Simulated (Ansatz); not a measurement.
Seven cases of atomisation energy of first-row species (electronic energies, kcal/mol); geometries: B3LYP-D3(BJ)/def2-TZVP. The cases were drawn at random from those of this class that have a high level and all functionals, leaving out states under which another spin lies or may lie. Left out are anions, K, Ca, elements past Kr, ionisation of Li, Na and Mg, pi-pi* triplets of linear molecules and other triplets made from a closed-shell parent. Runs that doubt their state, and full CI more than 15 mEh from coupled cluster, are set aside; a case stays where another high level and all functionals remain. AFQMC serves as high level only in triple zeta or larger, with a steady walk, a bar under 0.8 kcal/mol and agreement with other high levels or trials where they ran; where none ran, an unstable determinant or (outside 3d species) a high T1 diagnostic also bars it, so strongly correlated cases are thinned. No case was kept or dropped by the size of a functional's miss. High levels with a bar over 0.5 kcal/mol are left out too, and the seventh case lies inside the range of the six. Affinities count positive where energy is released, gaps as the second state minus the first. PBE is by Ansatz (a first-principles code) in def2-TZVPD. High levels (Ansatz): P = CCSD(T)/CBS(cc-pVQZ,cc-pV5Z) + [CCSDT(Q) - CCSD(T)]/cc-pVDZ + core + X2C; Q = CCSD(T)/CBS(cc-pVQZ,cc-pV5Z) + [CCSDT(Q) - CCSD(T)]/cc-pVQZ + [CCSDTQ - CCSDT(Q)]/cc-pVDZ + core + X2C; R = CCSD(T)/CBS(cc-pVQZ,cc-pV5Z) + [CCSDT(Q) - CCSD(T)]/cc-pVTZ + [CCSDTQ - CCSDT(Q)]/cc-pVDZ + core + X2C; S = CCSD(T)/CBS(cc-pVTZ,cc-pVQZ) + [CCSDT(Q) - CCSD(T)]/cc-pVDZ + core + X2C. Radicals and triplets start from unrestricted determinants; spin-orbit coupling is neglected. CBS(X,Y): correlation extrapolated as X^-3, Hartree-Fock from the larger set (Q,5: extrapolated as (X+1)exp(-9√X)). A bracket is a step between two methods taken in the basis named. Functionals run without relativity, which enters their misses. '+ core + X2C': CCSD(T) terms for core correlation (cc-pwCVTZ) and scalar relativity (cc-pVTZ-DK). Where a partner has so few electrons that a lower coupled-cluster level is exact, that level stands in. The UHF reference of CN ([C]#N, doublet) is spin-contaminated (<S^2> up to 0.37 over the pure value in the sets run).

```tsv
case	PBE	level	high level
CH3NO (SMILES NC=O)	590.7	P	568.5
C2H4F2 (SMILES CC(F)F)	755.7	P	739.9
CN (SMILES N#[C], doublet)	197.2	Q	181.0
C2H3O (SMILES O1[CH]C1, doublet)	563.9	P	540.8
H2BO (SMILES [O]B, doublet)	339.7	R	326.1
C4H8 (SMILES C/C=C\C)	1173.1	S	1158.4
CHN (SMILES C#N)	325.9	Q	withheld
```

### Question
Fit a straight line from PBE to the high level over the first six rows by least squares, predict the seventh, and compare with the calculation.

### Answer
Means: PBE 603.38, high level 585.78. Sxx = 584011, Sxy = 584590, slope 1.0010, intercept -18.20 kcal/mol; residual standard deviation 4.5 kcal/mol. Seventh row: 1.0010·(325.9) -18.20 = 308.0 kcal/mol. The calculation gave 313.0 kcal/mol: the line differs from it by -5.0, PBE itself by +12.9.
